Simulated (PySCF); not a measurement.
2-chloro-2-methylbutane, C₅H₁₁Cl.
Structure used (GFN2-xTB), in Å, numbered top down from 1:
```xyz
17
C5H11Cl angstrom
C      1.922   -0.736    0.136
C      0.808    0.145    0.689
C     -0.365    0.366   -0.269
C     -0.992   -0.934   -0.752
C     -1.413    1.268    0.370
Cl     0.262    1.239   -1.726
H      1.589   -1.763    0.009
H      2.764   -0.737    0.824
H      2.264   -0.357   -0.824
H      1.224    1.120    0.950
H      0.411   -0.302    1.604
H     -0.285   -1.514   -1.339
H     -1.860   -0.725   -1.374
H     -1.311   -1.526    0.103
H     -1.850    0.769    1.232
H     -0.967    2.204    0.698
H     -2.206    1.495   -0.340
```

The calculation used PBE0/def2-SVPD in PySCF (dipole) on a GFN2-xTB geometry, gas phase.

Take the most abundant isotopes and a rigid rotor. The values belong to one conformer with, in the numbering `[CH3:1][CH2:2][C:3]([CH3:4])([CH3:5])[Cl:6]`, C1–C2–C3–C4 56°.

(1) What are A, B and C (GHz)?

(2) What kind of rotor is it?

(3) What does the inertial defect say?

(4) Give the other two planar moments, Paa and Pbb, and the rms extents of the mass along the axes.

(5) Which types of transition are allowed, and where do some lines up to J = 4 fall?

Answers

(1) Ia = 164.84, Ib = 207.54, Ic = 257.58 u·Å²; 505379 MHz·u·Å²/I gives 3066, 2435 and 1962 MHz, that is A = 3.0658, B = 2.4351, C = 1.9620 GHz.

(2) An asymmetric top; Ray's κ = -0.143.

(3) Not planar: Δ = Ic − Ia − Ib = -114.80 u·Å². For a rigid frame Δ = −2 Σ m c², so Σ m c² = 57.40 u·Å² lies off the ab plane: 18.97 from hydrogen and 38.43 from heavier atoms. The atom farthest from that plane is 2.04 Å away.

(4) Paa = Σ m a² = (Ib + Ic − Ia)/2 = 150.14 and Pbb = Σ m b² = (Ia + Ic − Ib)/2 = 107.44 u·Å². With the mass M = 106.05 u, the rms extents √(P/M) along a, b and c are 1.19, 1.01, 0.74 Å.

(5) The dipole components are |μa| = 1.01 D, |μb| = 1.98 D, |μc| = 0.01 D. The squared components, which scale the intensities, stand as 0.26 : 1.00 : 0.00 (a : b : c). Some lines, for components of 0.1 D or more:

| type | branch | J(Ka,Kc) | MHz | lower level (cm⁻¹) |
| --- | --- | --- | --- | --- |
| a | Q | 4(2,2) ← 4(2,3) | 1897 | 1.577 |
| b | Q | 2(2,0) ← 2(1,1) | 2076 | 0.493 |
| b | Q | 3(2,1) ← 3(1,2) | 2119 | 0.951 |
| b | Q | 4(3,1) ← 4(2,2) | 3259 | 1.641 |
| b | Q | 3(2,2) ← 3(1,3) | 4120 | 0.858 |
| b | Q | 4(4,0) ← 4(3,1) | 5558 | 1.749 |
| a | R | 2(1,2) ← 1(1,1) | 8321 | 0.168 |
| b | R | 2(1,2) ← 1(0,1) | 8952 | 0.147 |
| b | R | 3(1,2) ← 2(2,1) | 11861 | 0.556 |
| b | R | 3(0,3) ← 2(1,2) | 12245 | 0.445 |
| a | R | 3(0,3) ← 2(0,2) | 12587 | 0.434 |
| b | R | 3(1,3) ← 2(0,2) | 12724 | 0.434 |
| a | R | 3(2,1) ← 2(2,0) | 13796 | 0.562 |
| b | R | 3(2,2) ← 2(1,1) | 15083 | 0.493 |
| a | R | 4(1,4) ← 3(1,3) | 16377 | 0.858 |
| b | R | 3(2,1) ← 2(1,2) | 17291 | 0.445 |
| a | R | 4(2,3) ← 3(2,2) | 17440 | 0.996 |
| b | R | 3(3,0) ← 2(2,1) | 17676 | 0.556 |
| a | R | 4(3,1) ← 3(3,0) | 18112 | 1.145 |
| a | R | 4(2,2) ← 3(2,1) | 18549 | 1.022 |
| b | R | 4(3,2) ← 3(2,1) | 21501 | 1.022 |
| b | R | 4(4,1) ← 3(3,0) | 23660 | 1.145 |

No frequency check. These are rigid-rotor constants of the computed structure; measured ground-state constants (B0) also hold zero-point vibration. A rigid rotor knows nothing of internal rotation, which can split or shift real lines. Quadrupole hyperfine structure (35Cl) is left out.
